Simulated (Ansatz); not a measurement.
## Two structures, one formula

The two ends of one reaction step of BH$_{2}$OF, closed shell (PBE0-D4/def2-TZVP).

A:

```csv
atom,x (Å),y (Å),z (Å)
B1,-0.5138,0.0888,1.0231
H2,0.8063,0.1769,-1.6654
O3,-0.5163,-1.0965,1.2477
H4,0.7415,-0.5200,-1.4023
F5,-0.5178,1.3507,0.7969
```

B:

B1  (-0.035, 0.385, -0.001)
H2  (0.459, 0.680, -1.052)
O3  (-0.138, -0.881, 0.443)
H4  (0.224, -1.526, -0.168)
F5  (-0.510, 1.342, 0.778)
(Å)

Program: Ansatz 0.2.0. Basis: def2-TZVPP. Cores are frozen in the correlated methods. B3LYP uses VWN-RPA correlation.

(1) Which structure is lower at CCSD(T), and by how much? (Judge from chemistry; the value comes from the calculation.)

The T1 diagnostic stays at or below 0.016.

## Answers

(1) The calculation gives: B, by 1.375 eV (electronic energy, against the other). By their contacts, A is a complex of BOF + H₂ and B is BH₂OF ([OH][BH][F]).

All methods give the same order:

```tsv
method	E(B) − E(A) (eV)
SPW92	-1.632
PBE-D4	-1.302
BLYP-D4	-1.118
r2SCAN-D4	-1.396
B97M-V	-1.340
PBE0-D4	-1.494
B3LYP-D4	-1.311
r2SCAN0-D4	-1.538
BHLYP-D4	-1.525
CAM-B3LYP-D4	-1.441
wB97X-V	-1.468
wB97M-V	-1.404
B2PLYP	-1.304
PBE-QIDH	-1.521
RPA on PBE	-1.299
HF	-1.567
MP2	-1.290
CCSD	-1.435
CCSD(T)	-1.375
```

Labels in which every atom is bracketed show which atoms are joined, not bond orders.

For scale, one of the runs: CCSD(T)/def2-TZVPP, 121 basis functions, launched by `ansatz run in.yaml --threads 2 --pin off --events-out ev --progress --plain --max-ram 4352MiB`. The run took about 7 s on 2 CPU threads of an Arm Neoverse V1 (shared host).
